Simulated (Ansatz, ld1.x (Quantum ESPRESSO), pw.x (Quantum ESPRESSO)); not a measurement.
**Equation-of-state test of one TM potential (K (Z = 19))**

```json
{
  "Element": "K (Z = 19)",
  "Generator": "ld1.x (Quantum ESPRESSO) 7.5",
  "Type": "norm-conserving Troullier–Martins (Kleinman–Bylander form)",
  "Functional": "PBE",
  "Relativity": "scalar-relativistic",
  "Frozen core": "[Ar]",
  "Valence charge": "1",
  "Reference configuration": "4s1 4p0",
  "Partial waves": "4s (bound): rc 3.60 bohr; 4p (bound, empty): rc 4.20 bohr; 3d channel at 0.05 Ry: rc 3.80 bohr",
  "Local potential": "all-electron potential smoothed inside 2.90 bohr (lloc = -1)",
  "Core correction": "a·sin(br)/r model core inside 3.40 bohr"
}
```

Atomic tests: cutoffs needed: 6 Ry and 6 Ry (the cutoffs (Ry, on a coarse ladder) from which the occupation-weighted sum of valence levels, in a spherical-Bessel basis at the reference potential, stays within 10 and 1 mRy of its value at 400 Ry); ghost test: no extra level below or beside the all-electron valence levels (s, p, d, f tested) (spherical-Bessel basis up to 400 Ry, 20 bohr box); largest excitation error: +21 meV (all-electron minus pseudo) for 4s0 4p1, out of 2 test configurations.

Crystal test: bcc K in pw.x 7.5, no spin, 9³ k-points, Fermi–Dirac smearing 0.01 Ry, cutoffs 50/200 Ry. The reference is all-electron LAPW (Ansatz 0.2.0) with the same functional, mesh and smearing; V0 and B0 come from Birch–Murnaghan fits to the pressures at five volumes. Errors are pseudo minus all-electron; Δ is the rms difference of the E(V) curves that follow from these fits, minima aligned, over ±6 % about the mean V0. Mesh and smearing are coarse, so the numbers serve the comparison and aren't converged zero-temperature values; the lattice is a test structure that the element need not adopt.

All-electron: a0 = 5.292 Å (V0 = 74.09 Å³/atom), B0 = 3.5 GPa.

How far does the potential miss the all-electron equation of state?

mean pressure error (GPa): -0.07; a0 (Å): 5.255; a0 error (%): -0.70; B0 error (%): +3.8; Δ (meV/atom): 1.2. This is a poor potential for the solid. The logarithmic derivative shows an extra or strongly shifted pseudo pole above the reference energy (s near 0.77 Ry, p near 1.78 Ry).

```
V (Å³/atom)  P all-electron (GPa)  P pseudo (GPa)
     70.599                  0.19            0.10
     72.457                  0.08            0.00
     74.315                 -0.01           -0.08
     76.173                 -0.09           -0.16
     78.031                 -0.16           -0.23
```

At the middle volume, how do free energy and pressure move when the wave cutoff is lowered (ecutrho kept at four times it)?

```tsv
cutoff (Ry)	shift of F (meV/atom)	shift of P (GPa)
22	+0.1	+0.00
30	+0.0	+0.00
40	+0.0	+0.00
```

Input at the middle volume:

```
&control
  calculation='scf', prefix='x', pseudo_dir='./', outdir='./tmp', tstress=.true., disk_io='none'
/
&system
  ibrav=0, nat=1, ntyp=1, ecutwfc=50, ecutrho=200, nbnd=7,
  occupations='smearing', smearing='fd', degauss=0.01
/
&electrons
  conv_thr=1e-09, mixing_beta=0.4, electron_maxstep=70
/
ATOMIC_SPECIES
K 1.0 K.UPF
CELL_PARAMETERS angstrom
  -2.64853366 2.64853366 2.64853366
  2.64853366 -2.64853366 2.64853366
  2.64853366 2.64853366 -2.64853366
ATOMIC_POSITIONS crystal
K 0.0000 0.0000 0.0000
K_POINTS automatic
9 9 9 0 0 0
```

```bash
pw.x < K.scf.in > K.scf.out
```

Lines of the output:

```
Message from routine setup:
     using ibrav=0 with symmetry is DISCOURAGED, use correct ibrav instead
     lattice parameter (alat)  =       8.6689  a.u.
     unit-cell volume          =     501.5025 (a.u.)^3
     number of electrons       =         1.00
     number of Kohn-Sham states=            7
     kinetic-energy cutoff     =      50.0000  Ry
     charge density cutoff     =     200.0000  Ry
     scf convergence threshold =      1.0E-09
     Exchange-correlation= PBE
     number of k points=    35  Fermi-Dirac smearing, width (Ry)=  0.0100
     iteration #  1     ecut=    50.00 Ry     beta= 0.40
     total energy              =      -0.53101236 Ry
     estimated scf accuracy    <       0.00055736 Ry
     iteration #  2     ecut=    50.00 Ry     beta= 0.40
     total energy              =      -0.53107726 Ry
     estimated scf accuracy    <       0.00020881 Ry
     iteration #  3     ecut=    50.00 Ry     beta= 0.40
     total energy              =      -0.53108141 Ry
     estimated scf accuracy    <       0.00000004 Ry
     iteration #  4     ecut=    50.00 Ry     beta= 0.40
     c_bands:  1 eigenvalues not converged
     c_bands:  1 eigenvalues not converged
     total energy              =      -0.53108159 Ry
     estimated scf accuracy    <          4.9E-09 Ry
     iteration #  5     ecut=    50.00 Ry     beta= 0.40
     the Fermi energy is    -0.3599 ev
!    total energy              =      -0.53108159 Ry
     estimated scf accuracy    <          2.2E-10 Ry
     smearing contrib. (-TS)   =      -0.00333009 Ry
     The total energy is F=E-TS. E is the sum of the following terms:
     one-electron contribution =       0.25671088 Ry
     hartree contribution      =       0.00170153 Ry
     xc contribution           =      -0.42260437 Ry
     ewald contribution        =      -0.36355955 Ry
     convergence has been achieved in   5 iterations
          total   stress  (Ry/bohr**3)                   (kbar)     P=       -0.84
     Message from routine punch:
     Nothing written, as per user request (disk_io='none')
```

The run at the middle volume (35 k-points, 5 iterations) took about 8.3 s on one core of a shared host (Neoverse-V1, 32 threads, 247 GiB, load 24).
